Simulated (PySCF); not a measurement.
Simulated outer-valence photoelectron spectrum of `F[C@@H]1C[C@H]1S`. Level of theory: EOM-IP-CCSD/aug-cc-pVDZ in PySCF, restricted Hartree–Fock reference, 9 core orbitals frozen, non-relativistic, gas phase, PBE0-D3(BJ)/def2-SVP geometry.

Each root has a Gaussian of 0.8 eV full width with its one-hole share as area; cross sections and vibrations are left out, and the highest printed point is 100.

ionisation energy (eV), intensity and a bar:
```
      8.2          0 
      8.4          1 
      8.6          6 ##
      8.8         18 #####
      9.0         37 ###########
      9.2         54 ################
      9.4         57 #################
      9.6         42 ############
      9.8         22 #######
     10.0         10 ###
     10.2          9 ###
     10.4         22 ######
     10.6         47 ##############
     10.8         79 ########################
     11.0        100 ##############################
     11.2         98 #############################
     11.4         73 ######################
     11.6         42 #############
     11.8         19 ######
     12.0         12 ####
     12.2         21 ######
     12.4         40 ############
     12.6         55 #################
     12.8         56 #################
     13.0         42 #############
     13.2         31 #########
     13.4         36 ###########
     13.6         54 ################
     13.8         71 #####################
     14.0         78 ########################
     14.2         78 #######################
     14.4         70 #####################
     14.6         54 ################
     14.8         39 ############
     15.0         39 ############
     15.2         56 #################
     15.4         77 #######################
     15.6         89 ###########################
     15.8         86 ##########################
     16.0         68 ####################
     16.2         43 #############
     16.4         20 ######
     16.6          7 ##
     16.8          2 
     17.0          0
```

**Question.** Where are the maxima, and how many lines lie under the curve?

**Answer.** 5 maxima, at 9.3, 11.1, 12.7, 14.1 and 15.7 eV, from 8 lines. At this width some lines have no maximum of their own.

**Question.** List the lines with their holes.

**Answer.** 
```json
{"E (eV)": "9.32", "leading hole (HF orbital)": "HOMO", "area": "0.96", "Koopmans (eV)": "9.94"}
{"E (eV)": "10.91", "leading hole (HF orbital)": "HOMO-1", "area": "0.96", "Koopmans (eV)": "11.85"}
{"E (eV)": "11.25", "leading hole (HF orbital)": "HOMO-2", "area": "0.96", "Koopmans (eV)": "12.23"}
{"E (eV)": "12.70", "leading hole (HF orbital)": "HOMO-3", "area": "0.95", "Koopmans (eV)": "13.65"}
{"E (eV)": "13.80", "leading hole (HF orbital)": "HOMO-4", "area": "0.95", "Koopmans (eV)": "14.86"}
{"E (eV)": "14.39", "leading hole (HF orbital)": "HOMO-5", "area": "0.95", "Koopmans (eV)": "16.25"}
{"E (eV)": "15.42", "leading hole (HF orbital)": "HOMO-6", "area": "0.95", "Koopmans (eV)": "16.80"}
{"E (eV)": "15.90", "leading hole (HF orbital)": "HOMO-7", "area": "0.94", "Koopmans (eV)": "18.51"}
```

The widest gap, 1.59 eV, lies between 9.32 and 10.91 eV. Only orbitals with −ε under 21 eV, eight at most, were ionised, so the high end of the curve may lack lines.

The run took 7.9 min on one thread of an Arm Neoverse V1 (shared host), and the process peaked at 2.9 GiB of memory.

The values belong to the conformer `[F:1][C@@H:2]1[CH2:3][C@H:4]1[SH:5]`: H–S5–C4–C3 146°.
